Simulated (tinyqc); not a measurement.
Pariser-Parr-Pople SCF with singles CI, for the molecule C=CC=C (SMILES; centres numbered as the heavy atoms are written), step by step. One step of it, computed by the program tinyqc.

Task: Iteration 2: orbitals and new P. Diagonalise F (the basis is taken as orthonormal) and form P = 2 sum c c over the lowest orbitals; 0.5 of the old P is kept.

F (eV), order 1C, 2C, 3C, 4C:
```
[[-5.300000, -4.402604, 0.000000, 0.595844],
 [-4.402604, -5.300000, -3.189540, 0.000000],
 [0.000000, -3.189540, -5.300000, -4.402604],
 [0.595844, 0.000000, -4.402604, -5.300000]]
```

pi electrons, sum of z_r less the charge = 4

P after iteration 1, order 1C, 2C, 3C, 4C:
```
[[1.000000, 0.904524, 0.000000, -0.425764],
 [0.904524, 1.000000, 0.425764, 0.000000],
 [0.000000, 0.425764, 1.000000, 0.904524],
 [-0.425764, 0.000000, 0.904524, 1.000000]]
```

Give: orbital energies; P after iteration 2.

Result:

orbital energies (eV): [-11.389, -8.795, -1.805, 0.789]

P after iteration 2, order 1C, 2C, 3C, 4C:
```
[[1.000, 0.912, 0.000, -0.410],
 [0.912, 1.000, 0.410, 0.000],
 [0.000, 0.410, 1.000, 0.912],
 [-0.410, 0.000, 0.912, 1.000]]
```
